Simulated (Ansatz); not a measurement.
BCl$_{3}$, charge -1, quartet, geometry from GFN2-xTB of the parent state (a state made from the parent by changing its charge; the spin is typed, not shown lowest) (a gas-phase anion, which may not be bound at this level); MP2/STO-3G run with Ansatz (a first-principles code).

Input for Ansatz:
Ansatz 0.2 input:
```yaml
crystal:
  periodic: [false, false, false]
  atoms:
    - {symbol: B, position_ang: [0.00409589, 0.01392452, 0.00870572]}
    - {symbol: Cl, position_ang: [1.75461390, -0.24874663, -0.43087965]}
    - {symbol: Cl, position_ang: [-0.68171649, -0.74958120, 1.51644082]}
    - {symbol: Cl, position_ang: [-1.07410209, 0.99423238, -1.08812167]}
basis:
  gaussian:
    orbitals: STO-3G
total_charge: -1
magnetization: {spin_polarized: true, initial_magnetization: 3}
correlation: {method: mp2}
```

Task: Write the output that Ansatz gives for this input, abridged.

Result: 
```
Functional definition: HF
358 factors; integrals over basis functions are off by at most 2.3e-5 eV
mean field evaluation 1: about -37761.2012 eV, gradient 6.6e0 eV
mean field evaluation 2: about -37761.3451 eV, gradient 6.6e0 eV
mean field evaluation 4: about -37761.8143 eV, gradient 3.9e-1 eV
mean field evaluation 8: about -37761.8173 eV, gradient 1.1e-2 eV
mean field evaluation 16: about -37762.5602 eV, gradient 1.5e0 eV
mean field evaluation 32: about -37762.2234 eV, gradient 2.3e-5 eV
mean field evaluation 64: about -37761.7754 eV, gradient 2.7e-1 eV
mean field evaluation 96: about -37762.2234 eV, gradient 2.8e-6 eV
mean field evaluation 128: about -37762.3466 eV, gradient 1.5e0 eV
mean field evaluation 160: about -37762.5134 eV, gradient 1.4e0 eV
mean field -37762.63436149 eV, -1387.7512163518 hartree, gradient 1.9e-6 eV, S^2 3.750936; 19 other end points of the search recorded, 0 dependent functions left out
16 core orbitals not correlated
reference -37762.63436149 eV, -1387.7512163518 hartree; 14, 11 occupied and 2, 5 virtual orbitals, 358 factors
second order -0.57748747 eV of doubles, -0.00000000 eV of singles
Total energy: -37763.21184896 eV, -1387.7724386249 hartree
```
